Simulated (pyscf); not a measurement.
PySCF, gas phase, ωB97X-D3(BJ)/def2-SVP geometries.

Q: Estimate the classical barrier height and the reaction energy of F–SiH₂–O–SiH₃ + H₃C–F → H₃Si–O–SiH₃ + F–CH₂–F at r²SCAN/def2-TZVP. The step runs on the singlet surface, breaks F–Si, C–H and forms H–Si, C–F; take the separated reactants as zero.

A: ΔE‡ = 4.66 eV, ΔE = +2.03 eV. ωB97M-D3(BJ)/def2-TZVP gives 4.95 eV and +2.05 eV. Zero-point energy shifts the barrier by -0.04 eV. It is a four-centre exchange, with an imaginary mode of 885i cm⁻¹. The same reactants have a lower exit, to F–SiH₂–O–SiH₂• + H• + H₃C–F (no saddle counted: cutting one bond costs +4.25 eV at ωB97M-D3(BJ), against +4.95 eV here). One saddle was located; it need not be the lowest between these sides.
